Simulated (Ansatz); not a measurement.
# PN (triplet): the correlation ladder, def2-TZVPP

The task here is to estimate one member of a computed series from the others.

The runs use Ansatz 0.2.0, Gaussian basis; def2-TZVPP, core rule «outside noble gas», up to 6 orbitals frozen.

The runs, in order: UHF; ROHF; CCSD(T) on UHF.

2 further runs of the same task are left out: 2 set aside as unsound or not needed.

**What is computed**

The geometry is a PBE0/def2-TZVP stationary point (not a proven minimum) of the parent state, kept for this charge and spin.

2 atoms, charge 0, spin multiplicity 3.

Atoms are counted from 1 here; the program's logs count them from 0.

Bond lengths: N1–P2 1.479 Å.

Geometry (Å):

```csv
atom,x (Å),y (Å),z (Å)
N1,0.0000,0.0000,0.0000
P2,0.0000,0.0000,1.4794
```

Set-up of the first run:

File in.yaml:

```yaml
crystal:
  periodic: [false, false, false]
  atoms:
    - {symbol: N, position_ang: [0.000000, 0.000000, 0.000000]}
    - {symbol: P, position_ang: [0.000000, 0.000000, 1.479400]}
basis:
  gaussian: {orbitals: def2-TZVPP}
magnetization: {spin_polarized: true, initial_magnetization: 2}
hamiltonian: {xc: hf}
output: {orbitals: {seedname: orbitals}}
```

The run is started by

```
ansatz run in.yaml --threads 1 --pin off --events-out ev --progress --plain --max-ram 4096MiB --backend cpu
```

Steps of the session up to this table: UHF; ROHF; CCSD(T) on UHF.

One of the session's tables, all rows but one given; the rest of the session is left out.

| method | from UCCSD(T) (meV) |
| --- | --- |
| ROHF | +8548.8 |
| UHF | +8220.2 |
| UMP2 | ? |
| UCCSD | +398.9 |
| UCCSD(T) | 0 |

Q: Estimate the row for UMP2 from the others.

**Answer.** from UCCSD(T) (meV): +1368.9. In the column «from UCCSD(T) (meV)» it lies between UCCSD (+398.9) and UHF (+8220.2).
